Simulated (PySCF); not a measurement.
SiO⁺, PBE: how much the basis matters

PySCF, UKS reference; doublet, unpaired electrons σ ↑; De to Si⁺ + O without counterpoise correction.

| basis | relativity | functions | Re (Å) | ωe (cm⁻¹) | De (eV) | μ (D) |
| --- | --- | --- | --- | --- | --- | --- |
| 6-311G(d,p) | no relativity | 44 | 1.537 | 1140 | 5.17 | -4.31 |
| pcseg-2 | no relativity | 64 | 1.526 | 1154 | 5.39 | -4.34 |
| def2-TZVPPD | no relativity | 88 | 1.528 | 1147 | 5.39 | -4.34 |

How does each smaller set differ from the one with most functions, def2-TZVPPD?

6-311G(d,p): +0.9 pm, -0.6 % in ωe, -0.22 eV in De; pcseg-2: -0.2 pm, +0.6 % in ωe, +0.00 eV in De. All at PBE; the set with most functions is neither the basis-set limit nor always the best.

A positive dipole points towards O; it is taken about the centre of mass and depends on that origin. For an ion De counts to the pair picked by the measured ionisation energies or electron affinities, which need not be the lowest pair at this level. The state is the lowest determinant that a PBE0 search found; another state may lie lower at other levels.
